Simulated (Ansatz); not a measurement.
# SiN+ (triplet): from Hartree-Fock to the top rungs, cc-pVDZ

An exercise on one series of results from a longer session: the logs are not shown, and one member is left open.

Computed with Ansatz 0.2.0, Gaussian basis. Level: cc-pVDZ, core rule «outside noble gas», up to 6 orbitals frozen.

The runs, in order: UHF; CCSD(T) on ROHF; CCSD(T) on UHF; BCCD(T) on ROHF; CISD; CCSDT(Q) on ROHF; CCSDT(Q) on UHF; CASSCF and MRCISD+Q, 8 electrons in 8 orbitals; CASSCF and NEVPT2, 8 electrons in 8 orbitals.

12 further runs of the same task are left out: 7 that didn't finish, 5 set aside as unsound or not needed.

**What is computed**

The geometry is a PBE0/def2-TZVP stationary point (not a proven minimum).

2 atoms, charge 1, spin multiplicity 3.

Atoms are counted from 1 here; the program's logs count them from 0.

Bond lengths: Si1–N2 1.785 Å.

Set-up of the first run:

Input file in.yaml:

```yaml
crystal:
  periodic: [false, false, false]
  atoms:
    - {symbol: Si, position_ang: [0.000000, 0.000000, 0.000000]}
    - {symbol: N, position_ang: [0.000000, 0.000000, 1.785400]}
basis:
  gaussian: {orbitals: cc-pVDZ}
total_charge: 1
magnetization: {spin_polarized: true, initial_magnetization: 2}
hamiltonian: {xc: hf}
output: {orbitals: {seedname: orbitals}}
```

Started as:

```bash
$ ansatz run in.yaml --threads 1 --pin off --events-out ev --progress --plain --max-ram 2393MiB
```

Among the steps run: UHF; CCSD(T) on ROHF; CCSD(T) on UHF; BCCD(T) on ROHF; CISD; CCSDT(Q) on ROHF; CCSDT(Q) on UHF; CASSCF and MRCISD+Q, 8 electrons in 8 orbitals; CASSCF and NEVPT2, 8 electrons in 8 orbitals.

One of the session's tables, all rows but one given; the rest of the session is left out.

| method | from UCCSDT(Q) (kcal/mol) |
| --- | --- |
| ROHF | +121.22 |
| UHF | +118.03 |
| RMP2 | +25.15 |
| UMP2 | +25.25 |
| CISD | +10.73 |
| RCCSD | +4.16 |
| UCCSD | +4.07 |
| RCCSD(T) | +1.02 |
| UCCSD(T) | +0.99 |
| BCCD(T) | +1.04 |
| RCCSDT | +0.28 |
| UCCSDT | +0.26 |
| RCCSDT(Q) | +0.06 |
| UCCSDT(Q) | 0 |
| CASSCF valence | +80.34 |
| NEVPT2 valence | ? |
| MRCISD valence | +4.13 |
| MRCISD+Q valence | +0.18 |

**Question.** Estimate the row for NEVPT2 valence.

**Answer.** from UCCSDT(Q) (kcal/mol): +16.03. In the column «from UCCSDT(Q) (kcal/mol)» it lies between CISD (+10.73) and RMP2 (+25.15).

To keep in mind: Restricted and unrestricted rows rest on different reference determinants; where their highest levels disagree by more than a few hundredths of an eV, they describe different states and don't form one ladder.
